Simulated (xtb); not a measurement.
xtb input (GFN2-xTB):

```bash
xtb mol.xyz --gfn 2 --ohess tight --chrg -1 --uhf 0
```
mol.xyz:
```
6

O      1.76768758     0.82587468     0.02402806
C      0.53066533     0.96560047    -0.02005585
C     -0.39460187    -0.19339514    -0.00551915
H      0.14817019    -1.18976357     0.01227567
H     -1.04631769    -0.17404610     0.89254825
H     -1.06327954    -0.19610958    -0.88475490
```

End of the output:

```
   ------------------------------------------------------------------------
    298.15    0.504613E-02    0.446338E-01    0.302138E-01    0.144200E-01
   ------------------------------------------------------------------------

         :::::::::::::::::::::::::::::::::::::::::::::::::::::
         ::                  THERMODYNAMIC                  ::
         :::::::::::::::::::::::::::::::::::::::::::::::::::::
         :: total free energy          -9.940159280474 Eh   ::
         ::.................................................::
         :: total energy               -9.954579291564 Eh   ::
         :: zero point energy           0.039587654426 Eh   ::
         :: G(RRHO) w/o ZPVE           -0.025167643336 Eh   ::
         :: G(RRHO) contrib.            0.014420011090 Eh   ::
         :::::::::::::::::::::::::::::::::::::::::::::::::::::

optimized geometry written to: xtbopt.xyz

           -------------------------------------------------
          | TOTAL ENERGY               -9.954579291564 Eh   |
          | TOTAL ENTHALPY             -9.909945503965 Eh   |
          | TOTAL FREE ENERGY          -9.940159280474 Eh   |
          | GRADIENT NORM               0.000124762456 Eh/α |
          | HOMO-LUMO GAP               2.504697508906 eV   |
           -------------------------------------------------

------------------------------------------------------------------------
------------------------------------------------------------------------
 total:
 SCF:
 ANC optimizer:
 analytical hessian:
```

It need not be the lowest isomer of its formula. Whether it binds its extra electron was not tested at this geometry.
